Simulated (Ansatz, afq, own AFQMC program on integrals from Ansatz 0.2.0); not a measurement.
# Where AFQMC and coupled cluster stand for GeH₄Cl, doublet

```
atom    x (Å)    y (Å)    z (Å)
  Ge  -1.0533   0.0000   0.0000
   H  -1.5647   1.4466   0.0000
   H  -1.5647  -0.7233   1.2528
   H  -1.5647  -0.7233  -1.2528
   H   0.7327   0.0000   0.0000
  Cl   2.2707   0.0000   0.0000
```

Connectivity, by distances: GeH3 ··· Cl, 1 bridging H.

Basis cc-pVTZ. Noble-gas cores (and the filled d shells of Ga–Kr and In–Xe) are frozen. Ansatz 0.2.0 and our own AFQMC program on the same integrals; the CISD trial comes from CCSD amplitudes, and released means the phaseless constraint is let go. Error bars are statistical, one sigma. No spin–orbit coupling.

Determinant: UHF, the one that the program's search chose, which needn't be the lowest solution. The geometry is a point of a scan.

No full CI on the walks' own integrals is used here. The released AFQMC energy serves as the reference, which it does only where one determinant dominates, the energy is flat over the last release times and near the phaseless one (40 meV or 2 meV an electron, half that with transition metals). On small molecules, where full CI could be run and the noise was under 10 meV, such values lay within 10 meV of it in 19 cases of 20, a flattering rate, since the rule was set on those same cases; what remains of the bias isn't in the error bar.

Cautions: no relativity below Rb; no spin-orbit coupling; inner d shell frozen; the released value is read at 1.50 1/Eh (meV from the phaseless value at times in 1/Eh: -14 ± 5 at 0.24, -18 ± 8 at 0.51, -17 ± 4 at 0.99, -14 ± 7 at 1.50).

The T1 diagnostic is 0.0139, the weight of the determinant in the CISD state is 0.847 and the ⟨S²⟩ of the determinant is 0.782. The size of the correlated space is 15 electrons in 114 orbitals.

Reference: AFQMC with the constraint released, correlation energy -10.438 ± 0.007 eV.

```tsv
level	E − E(reference) (kJ/mol)	share of correlation (%)
HF	1007.1 ± 0.7	0.00
MP2	156.9 ± 0.7	84.42
CCSD	37.6 ± 0.7	96.27
CCSD(T)	4.3 ± 0.7	99.57
ph-AFQMC/CISD	1.4 ± 1.0	99.87
```

A walk keeps the symmetry of its determinant, which the program's search chose and which needn't be the lowest solution, so a lower state of the same spin and another symmetry isn't excluded. Released energies are given only where the last usable release times agree within the noise; a slower fall can still hide under it.
